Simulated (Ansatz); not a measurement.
Cartesian coordinates in Å:
```
C 0.074 0.345 0.990
N -0.273 1.276 0.181
N -0.332 0.688 -1.073
C -0.014 -0.541 -0.901
O 0.260 -0.844 0.384
H 0.228 0.403 2.055
H 0.056 -1.326 -1.636
```

The species carries charge 0 and has multiplicity 1.

**Question.** List the ωB97M-V/def2-TZVPP orbital energies in eV (Ansatz). (An estimate is asked.)

**Answer.** Computed: Occupied: -529.09, -395.76, -395.75, -284.39, -284.39, -35.78, -30.69, -26.52, -21.67, -20.61, -18.49, -17.18, -16.04, -15.22, -12.64, -12.13, -10.87, -10.79. Lowest empty: 1.68, 2.87, 3.42, 3.49, 4.04, 5.07, 5.17, 6.89.
